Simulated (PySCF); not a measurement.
C2H3F, SMILES C=CF.

Geometry optimised at B3LYP-D3(BJ)/def2-TZVP.

These are TDA-B3LYP/def2-SVPD in PySCF 2.14.0 values and carry that method's errors.

Vertical excitations. Isolated molecule, no solvent. State labels are in the subgroup Cs.

| state | symmetry | energy (eV) | λ (nm) | f | main pairs |
|---|---|---|---|---|---|
| S1 | A" | 7.25 | 171 | 0.043 | HOMO→LUMO+1 99 % |
| S2 | A" | 7.84 | 158 | 0.007 | HOMO→LUMO+2 97 % |
| S3 | A' | 8.19 | 151 | 0.437 | HOMO→LUMO 89 % |
| S4 | A" | 8.60 | 144 | 0.002 | HOMO→LUMO+3 91 % |
| S5 | A" | 8.77 | 141 | 0.000 | HOMO−1→LUMO 93 % |
| S6 | A" | 9.06 | 137 | 0.002 | HOMO→LUMO+4 95 % |
| S7 | A" | 9.72 | 128 | 0.000 | HOMO−2→LUMO 98 % |
| S8 | A" | 9.92 | 125 | 0.006 | HOMO→LUMO+5 98 % |
| S9 | A' | 10.19 | 122 | 0.001 | HOMO−1→LUMO+1 65 %, HOMO→LUMO+6 29 % |
| S10 | A' | 10.30 | 120 | 0.010 | HOMO→LUMO+6 68 %, HOMO−1→LUMO+1 27 % |
| T1 | A' | 4.56 | 272 | 0 | HOMO→LUMO 98 % |
| T2 | A" | 7.08 | 175 | 0 | HOMO→LUMO+1 97 % |
| T3 | A" | 7.68 | 161 | 0 | HOMO→LUMO+2 93 % |
| T4 | A" | 8.23 | 151 | 0 | HOMO→LUMO+3 86 % |
Triplets are in the Tamm–Dancoff approximation.
